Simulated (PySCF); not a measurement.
Acid–base and redox partners of C=C=C. All species are isolated molecules in the gas phase. Strings in code marks are SMILES.

The HOMO from two functionals at the same geometries (B3LYP-D3(BJ)/def2-TZVP), both in PySCF: PBE-D3(BJ)/def2-TZVP and B3LYP-D3(BJ)/def2-TZVP. B3LYP has the VWN-RPA correlation part, as in Gaussian. 

```csv
species,PBE-D3(BJ)/def2-TZVP (eV)
neutral parent (`C=C=C`),-6.55
proton added at C1 (`C=[C+]C` (not the most basic site)),-13.82
proton added at C2 (`C=C[CH2+]`),-15.07
```

Task: What does B3LYP-D3(BJ)/def2-TZVP give for each?

Result: 
- neutral parent (`C=C=C`): -7.50
- proton added at C1 (`C=[C+]C` (not the most basic site)): -14.89
- proton added at C2 (`C=C[CH2+]`): -15.77
Over these rows, drawn at random from the members with no instability flagged (it was tested for open shells, ions and some series alone), PBE minus B3LYP-D3(BJ): mean +0.91 eV, from +0.71 eV to +1.07 eV.
